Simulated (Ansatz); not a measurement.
# AlC+ (triplet): the correlation ladder, cc-pVDZ

Aim: climb from Hartree-Fock through coupled cluster and multireference methods for AlC+ (triplet) at one geometry and basis, and see what each rung misses.

Method: cc-pVDZ, core rule «outside noble gas», up to 6 orbitals frozen; program: Ansatz 0.2.0, Gaussian basis.

Plan: UHF; CCSD(T) on ROHF; CCSD(T) on UHF; BCCD(T) on ROHF; CISD; CCSDT(Q) on ROHF; CCSDT(Q) on UHF; CISDTQ; CASSCF and MRCISD+Q, 6 electrons in 8 orbitals; CASSCF and MRCISD+Q(relaxed), 6 electrons in 8 orbitals; CASSCF and NEVPT2, 6 electrons in 8 orbitals; Full CI.

17 further runs of the same task are left out: 7 that didn't finish, 10 set aside as unsound or not needed.

**1. The geometry**

The geometry is a PBE0/def2-TZVP stationary point (not a proven minimum) of the parent state, kept for this charge and spin.

2 atoms, charge 1, spin multiplicity 3.

Atoms are counted from 1 here; the program's logs count them from 0.

Bond lengths: Al1–C2 1.967 Å.

**2. UHF**

File in.yaml:

```yaml
crystal:
  periodic: [false, false, false]
  atoms:
    - {symbol: Al, position_ang: [0.000000, 0.000000, 0.000000]}
    - {symbol: C, position_ang: [0.000000, 0.000000, 1.966767]}
basis:
  gaussian: {orbitals: cc-pVDZ}
total_charge: 1
magnetization: {spin_polarized: true, initial_magnetization: 2}
hamiltonian: {xc: hf}
output: {orbitals: {seedname: orbitals}}
```

Launch:

```bash
ansatz run in.yaml --threads 1 --pin off --events-out ev --progress --plain --max-ram 2393MiB
```

Further steps of the session: CCSD(T) on ROHF; CCSD(T) on UHF; BCCD(T) on ROHF; CISD; CCSDT(Q) on ROHF; CCSDT(Q) on UHF; CISDTQ; CASSCF and MRCISD+Q, 6 electrons in 8 orbitals; CASSCF and MRCISD+Q(relaxed), 6 electrons in 8 orbitals; CASSCF and NEVPT2, 6 electrons in 8 orbitals; Full CI.

**Question.** What will the summary of the whole plan be? Wanted: FCI below the RHF energy; RMP2 from FCI; UMP2 from FCI; RCCSD from FCI; RCCSD(T) from FCI; UCCSD(T) from FCI; RCCSDT(Q) from FCI; UCCSDT(Q) from FCI; NEVPT2 valence from FCI.

The runs gave:

| quantity | value |
| --- | --- |
| FCI below the RHF energy | -4.3814 eV |
| RMP2 from FCI | +32.03 kcal/mol |
| UMP2 from FCI | +25.50 kcal/mol |
| RCCSD from FCI | +6.40 kcal/mol |
| RCCSD(T) from FCI | +1.82 kcal/mol |
| UCCSD(T) from FCI | +2.82 kcal/mol |
| RCCSDT(Q) from FCI | +0.03 kcal/mol |
| UCCSDT(Q) from FCI | -0.06 kcal/mol |
| NEVPT2 valence from FCI | +9.23 kcal/mol |
| MRCISD+Q valence from FCI | +0.36 kcal/mol |
| MRCISD+Q(relaxed) valence from FCI | -0.51 kcal/mol |
| levels within 1 kcal/mol (43 meV) | RCCSDT, UCCSDT, CISDTQ, RCCSDT(Q), UCCSDT(Q), MRCISD+Q valence, MRCISD+Q(relaxed) valence |
| T1 diagnostic | 0.090 |
| effectively unpaired electrons | 2.45 |

**Reading.** RCCSD(T) misses by +1.82 kcal/mol, 1.8 % of the correlation energy. CCSD(T) misses by +1.82 kcal/mol on the restricted determinant and by +2.82 kcal/mol on the unrestricted one; the two need not hold the same state or core. UCCSDT(Q), MRCISD+Q(relaxed) valence fall below full CI: unrestricted runs freeze a spin-polarised core, another one than full CI's, and coupled cluster isn't variational. The occupations show some static correlation. Of the multireference levels listed MRCISD+Q valence comes nearest in total energy (+0.36 kcal/mol), which doesn't show that its space is the better one. These misses are within one basis, not against nature; the frozen cores of restricted and unrestricted runs differ, which can shift their rows.
